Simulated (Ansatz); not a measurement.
# SiH4O (triplet): wave-function methods side by side at distance Si1–H5 along a hydrogen transfer = 2.149 Å, cc-pVDZ

One table from this session's results is given with a row withheld; the runs are named, their logs left out.

Computed with Ansatz 0.2.0, Gaussian basis. Level: cc-pVDZ, core rule «outside noble gas», up to 6 orbitals frozen.

The runs, in order: UHF; CCSD(T) on ROHF; CCSD(T) on UHF; BCCD(T) on ROHF; CISD; CCSDT(Q) on ROHF; CCSDT(Q) on UHF; CASSCF and MRCISD+Q, 4 electrons in 4 orbitals; CASSCF and NEVPT2, 4 electrons in 4 orbitals.

10 further runs of the same task are left out: 10 that didn't finish.

### What is computed

The geometry derives from fragments relaxed apart (PBE0/def2-TZVP) and kept rigid, so it is no stationary point. A hydrogen atom is moved between rigid fragments.

6 atoms, charge 0, spin multiplicity 3.

Atoms are counted from 1 here; the program's logs count them from 0.

Bond lengths: Si1–H2 1.485 Å, Si1–H3 1.485 Å, Si1–H4 1.485 Å, H5–O6 0.990 Å. Angles: H2–Si1–H3 109.5°, H2–Si1–H4 109.5°, H3–Si1–H4 109.5°.

The first run:

Input file in.yaml:

```yaml
crystal:
  periodic: [false, false, false]
  atoms:
    - {symbol: Si, position_ang: [-1.057675, 0.000000, 0.000000]}
    - {symbol: H, position_ang: [-1.552547, 1.399708, 0.000000]}
    - {symbol: H, position_ang: [-1.552546, -0.699854, 1.212183]}
    - {symbol: H, position_ang: [-1.552547, -0.699854, -1.212183]}
    - {symbol: H, position_ang: [1.091325, 0.000000, 0.000000]}
    - {symbol: O, position_ang: [2.081325, 0.000000, 0.000000]}
basis:
  gaussian: {orbitals: cc-pVDZ}
magnetization: {spin_polarized: true, initial_magnetization: 2}
hamiltonian: {xc: hf}
output: {orbitals: {seedname: orbitals}}
```

Run with:

```console
> ansatz run in.yaml --threads 1 --pin off --events-out ev --progress --plain --max-ram 2393MiB
```

Among the steps run: UHF; CCSD(T) on ROHF; CCSD(T) on UHF; BCCD(T) on ROHF; CISD; CCSDT(Q) on ROHF; CCSDT(Q) on UHF; CASSCF and MRCISD+Q, 4 electrons in 4 orbitals; CASSCF and NEVPT2, 4 electrons in 4 orbitals.

One table of the session follows, with a row left open; its other results are not shown here.

It belongs to the step «Misses and costs». 

```
     method  from UCCSDT(Q) (meV)
       ROHF               +8203.4
        UHF               +8028.9
       RMP2               +1277.8
       UMP2               +1278.4
       CISD                +801.8
      RCCSD                +158.5
      UCCSD                +155.7
   RCCSD(T)                 +33.8
   UCCSD(T)                 +32.9
    BCCD(T)                 +33.3
     RCCSDT                  +9.9
     UCCSDT                  +8.9
  RCCSDT(Q)                     ?
  UCCSDT(Q)                     0
CASSCF pair               +7560.5
NEVPT2 pair               +1238.7
```

Estimate the missing values for RCCSDT(Q).

As computed: from UCCSDT(Q) (meV): +1.1. In the column «from UCCSDT(Q) (meV)» it lies between UCCSDT(Q) (0) and UCCSDT (+8.9).

Not comparable, so not listed: CASSCF and MRCISD+Q, 4 electrons in 4 orbitals (they don't share determinant, frozen orbitals or solution with the rows shown, or repeat one).

To keep in mind: Restricted and unrestricted rows rest on different reference determinants; where their highest levels disagree by more than a few hundredths of an eV, they describe different states and don't form one ladder. Warnings in the runs' records: passed over end.
